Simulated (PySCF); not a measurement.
PySCF input (PBE0/pcseg-2):

```python
import numpy as np, basis_set_exchange as bse
from pyscf import gto, scf, dft, df, tdscf

basis = {'C': gto.basis.parse(bse.get_basis('pcseg-2', elements=['C'], fmt='nwchem')), 'F': gto.basis.parse(bse.get_basis('pcseg-2', elements=['F'], fmt='nwchem'))}
mol = gto.M(
    atom='''
    C     0.00000000    0.00000000    0.00000000
    F     0.76292155    0.76566412    0.76815773
    F    -0.78426309   -0.74930884    0.76277441
    F    -0.74667016    0.76533291   -0.78428715
    F     0.76801170   -0.78168819   -0.74664498
    ''',
    basis=basis,
    charge=0,
    verbose=4,
    max_memory=8640,
)
mf = dft.RKS(mol, xc='pbe0')
mf.grids.level = 3
mf = mf.density_fit(auxbasis=df.autoaux(mol))
mf.conv_tol = 1e-9
mf.max_cycle = 100
print('smallest overlap eigenvalue', np.linalg.eigvalsh(mol.intor('int1e_ovlp'))[0])
mf.kernel()
dip = mf.dip_moment()
td = tdscf.TDA(mf)
td.nstates = 4
td.kernel()
td.analyze()
osc = td.oscillator_strength()
```

Output:

```
PySCF version 2.14.0

[INPUT] verbose = 4
[INPUT] num. atoms = 5
[INPUT] num. electrons = 42
[INPUT] charge = 0
[INPUT] spin (= nelec alpha-beta = 2S) = 0
[INPUT] symmetry False subgroup None
[INPUT] Mole.unit = angstrom
[INPUT] Symbol           X                Y                Z      unit          X                Y                Z       unit  Magmom
[INPUT]  1 C      0.000000000000   0.000000000000   0.000000000000 AA    0.000000000000   0.000000000000   0.000000000000 Bohr   0.0
[INPUT]  2 F      0.762921550000   0.765664120000   0.768157730000 AA    1.441712784029   1.446895490206   1.451607730168 Bohr   0.0
[INPUT]  3 F     -0.784263090000  -0.749308840000   0.762774410000 AA   -1.482042449705  -1.415988490316   1.441434729727 Bohr   0.0
[INPUT]  4 F     -0.746670160000   0.765332910000  -0.784287150000 AA   -1.411002107785   1.446269594016  -1.482087916516 Bohr   0.0
[INPUT]  5 F      0.768011700000  -0.781688190000  -0.746644980000 AA    1.451331773462  -1.477176593907  -1.410954524481 Bohr   0.0

nuclear repulsion = 204.966837579924
number of shells = 50
number of NR pGTOs = 230
number of NR cGTOs = 150
basis = {'C': [[0, [7319.99, 0.000695369], [1098.18, 0.00537138], [250.014, 0.0274734], [70.7586, 0.105078], [22.8595, 0.291262], [8.03936, 0.5], [2.89309, 0.362224]], [0, [5.2164, -0.0957844], [0.556124, 0.5]], [0, [0.228813, 1.0]], [0, [0.0936338, 1.0]], [1, [33.9855, 0.00818395], [7.72957, 0.0586921], [2.24954, 0.222514], [0.767681, 0.5]], [1, [0.263283, 1.0]], [1, [0.0848744, 1.0]], [2, [1.4, 1.0]], [2, [0.45, 1.0]], [3, [0.95, 1.0]]], 'F': [[0, [17450.7, 0.000655972], [2617.68, 0.00506944], [595.857, 0.0259899], [168.651, 0.100353], [54.6654, 0.284095], [19.3717, 0.5], [7.06202, 0.370721]], [0, [13.1197, -0.101997], [1.45046, 0.5]], [0, [0.588255, 1.0]], [0, [0.22796, 1.0]], [1, [77.9407, 0.00931135], [18.0425, 0.0663964], [5.42342, 0.246386], [1.84876, 0.5]], [1, [0.617455, 1.0]], [1, [0.185496, 1.0]], [2, [2.8, 1.0]], [2, [0.8, 1.0]], [3, [1.2, 1.0]]]}
ecp = {}
ETB for C: l = 0, exps = 0.1697488 * 1.8^n , n = 0..14
ETB for C: l = 1, exps = 0.1697488 * 1.8^n , n = 0..11
ETB for C: l = 2, exps = 0.1697488 * 1.8^n , n = 0..10
ETB for C: l = 3, exps = 0.5348744 * 2.2^n , n = 0..4
ETB for C: l = 4, exps = 0.9 * 2.2^n , n = 0..2
ETB for F: l = 0, exps = 0.370992 * 1.8^n , n = 0..14
ETB for F: l = 1, exps = 0.370992 * 1.8^n , n = 0..11
ETB for F: l = 2, exps = 0.370992 * 1.8^n , n = 0..10
ETB for F: l = 3, exps = 0.985496 * 2.2^n , n = 0..4
ETB for F: l = 4, exps = 1.3854959999999998 * 2.2^n , n = 0..2
smallest overlap eigenvalue 0.002482352207396617

******** <class 'pyscf.df.df_jk.DFRKS'> ********
method = DFRKS
initial guess = minao
damping factor = 0
level_shift factor = 0
DIIS = <class 'pyscf.scf.diis.CDIIS'>
diis_start_cycle = 1
diis_space = 8
diis_damp = 0
SCF conv_tol = 1e-09
SCF conv_tol_grad = None
SCF max_cycles = 100
direct_scf = False
XC library pyscf.dft.libxc version 7.1.2
    S. Lehtola, C. Steigemann, M. J. T. Oliveira, and M. A. L. Marques,  SoftwareX 7, 1–5 (2018)
XC functionals = pbe0
    C. Adamo and V. Barone,  J. Chem. Phys. 110, 6158 (1999)
    M. Ernzerhof and G. E. Scuseria,  J. Chem. Phys. 110, 5029 (1999)
radial grids:
    Treutler-Ahlrichs [JCP 102, 346 (1995); DOI:10.1063/1.469408] (M4) radial grids

becke partition: Becke, JCP 88, 2547 (1988); DOI:10.1063/1.454033
pruning grids: <function nwchem_prune>
grids dens level: 3
symmetrized grids: False
atomic radii adjust function: <function treutler_atomic_radii_adjust>
small_rho_cutoff = 0
Set gradient conv threshold to 3.16228e-05
Initial guess from minao.
tot grids = 71168
******** <class 'pyscf.df.df.DF'> ********
auxbasis = {'C': [[0, [np.float64(636.2411937101718), 1]], [0, [np.float64(353.4673298389843), 1]], [0, [np.float64(196.37073879943574), 1]], [0, [np.float64(109.0948548885754), 1]], [0, [np.float64(60.608252715875224), 1]], [0, [np.float64(33.671251508819566), 1]], [0, [np.float64(18.706250838233093), 1]], [0, [np.float64(10.392361576796162), 1]], [0, [np.float64(5.773534209331201), 1]], [0, [np.float64(3.2075190051840003), 1]], [0, [np.float64(1.7819550028800002), 1]], [0, [np.float64(0.9899750016000002), 1]], [0, [np.float64(0.549986112), 1]], [0, [np.float64(0.30554784), 1]], [0, [np.float64(0.1697488), 1]], [1, [np.float64(109.0948548885754), 1]], [1, [np.float64(60.608252715875224), 1]], [1, [np.float64(33.671251508819566), 1]], [1, [np.float64(18.706250838233093), 1]], [1, [np.float64(10.392361576796162), 1]], [1, [np.float64(5.773534209331201), 1]], [1, [np.float64(3.2075190051840003), 1]], [1, [np.float64(1.7819550028800002), 1]], [1, [np.float64(0.9899750016000002), 1]], [1, [np.float64(0.549986112), 1]], [1, [np.float64(0.30554784), 1]], [1, [np.float64(0.1697488), 1]], [2, [np.float64(60.608252715875224), 1]], [2, [np.float64(33.671251508819566), 1]], [2, [np.float64(18.706250838233093), 1]], [2, [np.float64(10.392361576796162), 1]], [2, [np.float64(5.773534209331201), 1]], [2, [np.float64(3.2075190051840003), 1]], [2, [np.float64(1.7819550028800002), 1]], [2, [np.float64(0.9899750016000002), 1]], [2, [np.float64(0.549986112), 1]], [2, [np.float64(0.30554784), 1]], [2, [np.float64(0.1697488), 1]], [3, [np.float64(12.529753744640002), 1]], [3, [np.float64(5.695342611200002), 1]], [3, [np.float64(2.588792096), 1]], [3, [np.float64(1.17672368), 1]], [3, [np.float64(0.5348744), 1]], [4, [np.float64(4.356000000000001), 1]], [4, [np.float64(1.9800000000000002), 1]], [4, [np.float64(0.9), 1]]], 'F': [[0, [np.float64(1390.5276086601145), 1]], [0, [np.float64(772.515338144508), 1]], [0, [np.float64(429.17518785806004), 1]], [0, [np.float64(238.4306599211444), 1]], [0, [np.float64(132.46147773396913), 1]], [0, [np.float64(73.58970985220508), 1]], [0, [np.float64(40.88317214011393), 1]], [0, [np.float64(22.712873411174403), 1]], [0, [np.float64(12.618263006208), 1]], [0, [np.float64(7.01014611456), 1]], [0, [np.float64(3.8945256192), 1]], [0, [np.float64(2.163625344), 1]], [0, [np.float64(1.20201408), 1]], [0, [np.float64(0.6677856), 1]], [0, [np.float64(0.370992), 1]], [1, [np.float64(238.4306599211444), 1]], [1, [np.float64(132.46147773396913), 1]], [1, [np.float64(73.58970985220508), 1]], [1, [np.float64(40.88317214011393), 1]], [1, [np.float64(22.712873411174403), 1]], [1, [np.float64(12.618263006208), 1]], [1, [np.float64(7.01014611456), 1]], [1, [np.float64(3.8945256192), 1]], [1, [np.float64(2.163625344), 1]], [1, [np.float64(1.20201408), 1]], [1, [np.float64(0.6677856), 1]], [1, [np.float64(0.370992), 1]], [2, [np.float64(132.46147773396913), 1]], [2, [np.float64(73.58970985220508), 1]], [2, [np.float64(40.88317214011393), 1]], [2, [np.float64(22.712873411174403), 1]], [2, [np.float64(12.618263006208), 1]], [2, [np.float64(7.01014611456), 1]], [2, [np.float64(3.8945256192), 1]], [2, [np.float64(2.163625344), 1]], [2, [np.float64(1.20201408), 1]], [2, [np.float64(0.6677856), 1]], [2, [np.float64(0.370992), 1]], [3, [np.float64(23.085835097600008), 1]], [3, [np.float64(10.493561408000003), 1]], [3, [np.float64(4.769800640000001), 1]], [3, [np.float64(2.1680912), 1]], [3, [np.float64(0.985496), 1]], [4, [np.float64(6.7058006400000005), 1]], [4, [np.float64(3.0480912), 1]], [4, [np.float64(1.3854959999999998), 1]]]}
init E= -438.031838897928
  HOMO = -0.477637566847222  LUMO = 0.0800470307799337  gap/eV = 15.17537
cycle= 1 E= -437.099837515953  delta_E= 0.932  |g|= 1.01  |ddm|= 1.76
  HOMO = -0.428679124494657  LUMO = 0.0677219338455673  gap/eV = 13.50776
cycle= 2 E= -436.925186287684  delta_E= 0.175  |g|= 1.53  |ddm|= 1.08
  HOMO = -0.471235279737631  LUMO = 0.0858936528781573  gap/eV = 15.16025
cycle= 3 E= -437.264731172241  delta_E= -0.34  |g|= 0.0263  |ddm|= 0.632
  HOMO = -0.464544037285241  LUMO = 0.0892845944347851  gap/eV = 15.07044
cycle= 4 E= -437.264810770322  delta_E= -7.96e-05  |g|= 0.0157  |ddm|= 0.0221
  HOMO = -0.467158853781983  LUMO = 0.0882850485427706  gap/eV = 15.11440
cycle= 5 E= -437.264845335828  delta_E= -3.46e-05  |g|= 0.00111  |ddm|= 0.00791
  HOMO = -0.467057707289211  LUMO = 0.0883365026395921  gap/eV = 15.11305
cycle= 6 E= -437.264845534646  delta_E= -1.99e-07  |g|= 0.000198  |ddm|= 0.000787
  HOMO = -0.46708853496833  LUMO = 0.0883218188529131  gap/eV = 15.11349
cycle= 7 E= -437.264845542758  delta_E= -8.11e-09  |g|= 1.71e-05  |ddm|= 0.000137
  HOMO = -0.467086788617409  LUMO = 0.0883224499638349  gap/eV = 15.11346
cycle= 8 E= -437.264845542805  delta_E= -4.64e-11  |g|= 4.36e-07  |ddm|= 1.06e-05
  HOMO = -0.467086884981384  LUMO = 0.0883224283684338  gap/eV = 15.11346
Extra cycle  E= -437.264845542807  delta_E= -2.73e-12  |g|= 4.59e-07  |ddm|= 4.15e-07
converged SCF energy = -437.264845542807
Dipole moment(X, Y, Z, Debye): -0.00000, -0.00000, -0.00000

******** <class 'pyscf.tdscf.rks.TDA'> for <class 'pyscf.df.df_jk.DFRKS'> ********
nstates = 4 singlet
deg_eia_thresh = 1.000e-03
wfnsym = None
conv_tol = 1e-05
eigh lindep = 1e-12
eigh level_shift = 0
eigh max_cycle = 100
chkfile = tmpjf4f3pwi

Excitation energies (eV)
[13.35846709 13.3584682  13.35847708 14.64457092]

** Singlet excitation energies and oscillator strengths **
Excited State   1:     13.35847 eV     92.81 nm  f=0.0000
      21 -> 22        0.68984
Excited State   2:     13.35847 eV     92.81 nm  f=0.0000
      20 -> 22       -0.68995
Excited State   3:     13.35848 eV     92.81 nm  f=0.0000
      19 -> 22       -0.69422
Excited State   4:     14.64457 eV     84.66 nm  f=0.2081
      16 -> 22       -0.66765
      20 -> 25       -0.10220
      21 -> 24        0.10196

** Transition electric dipole moments (AU) **
state          X           Y           Z        Dip. S.      Osc.
  1         0.0000      0.0000     -0.0000      0.0000      0.0000
  2        -0.0000      0.0000      0.0000      0.0000      0.0000
  3        -0.0000     -0.0000     -0.0000      0.0000      0.0000
  4        -0.4028     -0.4939     -0.4170      0.5801      0.2081

** Transition velocity dipole moments (imaginary part, AU) **
state          X           Y           Z        Dip. S.      Osc.
  1        -0.0000      0.0000     -0.0000      0.0000      0.0000
  2        -0.0000      0.0000      0.0000      0.0000      0.0000
  3        -0.0000     -0.0000     -0.0000      0.0000      0.0000
  4        -0.2026     -0.2484     -0.2098      0.1468      0.1818

** Transition magnetic dipole moments (imaginary part, AU) **
state          X           Y           Z
  1         0.3673     -0.7045      0.4051
  2         0.6431     -0.0198     -0.6175
  3        -0.4969     -0.5464     -0.4999
  4         0.0001      0.0000      0.0001
```
